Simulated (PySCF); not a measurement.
## Unknown compound

The spectra below were simulated for a compound C4H4FN.

$^{1}$H NMR (400 MHz, computed): δ 7.09 (dq, J = 84.1, 2.3 Hz, 1H), 1.73 (dd, J = 5.4, 2.3 Hz, 3H).

$^{13}$C{$^{1}$H} NMR (computed): δ 171.0 (CH, d, J = 364.4 Hz), 120.4 (C), 102.4 (C, d, J = 4.5 Hz), 16.2 (CH3).

No relativistic terms, isolated molecule, averaged over atoms made equivalent by symmetry, fast rotation or ring inversion, one conformer. J: B3LYP/pcJ-1 (spin–dipole term only in couplings to heteroatoms); geometry from PBE0-D3(BJ)/def2-SVP; PBE/pcSseg-2 with gauge-including orbitals; PySCF.

δ = σ(ref) − σ, references computed at the same level: $^{1}$H, $^{13}$C vs TMS.

Q: Which of these isomers gave the spectra?
A. F/C=C\[C@H]1C=N1
B. C/C=C(/F)C#N
C. C/C=C(\F)C#N
D. N#CC1(F)CC1
E. Fc1ccc[nH]1
F. C/C(C#N)=C/F

A: F. 

- Rings plus π bonds: 3 (no ring in the answer).
- 4 carbon signals for 4 carbons: no two carbons are equivalent.
- Carbon types of the structure: 2 × C, 1 × CH, 1 × CH3, which accounts for all hydrogens.
- δC 171.0: alkene CH.
- δC 120.4: nitrile carbon; typical of a nitrile.
- δC 102.4: fully substituted alkene carbon; the olefinic region.
- δC 16.2: allylic methyl carbon; saturated and bonded to C and H only.
- δH 1.73: hydrogen on an allylic methyl carbon; allylic position.

The others: N#CC1(F)CC1 would give 3 carbon signals, not 4; C/C=C(\F)C#N has carbons computed at 144.9, 131.8, 119.8, 13.1; C/C=C(/F)C#N has carbons computed at 145.1, 131.9, 118.3, 15.3; Fc1ccc[nH]1 would give 3 signals for carbon-bound and other non-exchanging H, not 2; F/C=C\[C@H]1C=N1 would give 4 signals for carbon-bound and other non-exchanging H, not 2.

Common functionals overestimate the size of one-bond C–F couplings by tens of Hz; these are unscaled. Multiplet labels drop couplings under 1 Hz and merge nearly equal ones. Shifts are as computed, not scaled to solution data. Of 1211 compounds with measured shifts, 218 miss one by over three times the rms of a fit or turn the order of signals round; such compounds aren't used in these exercises.
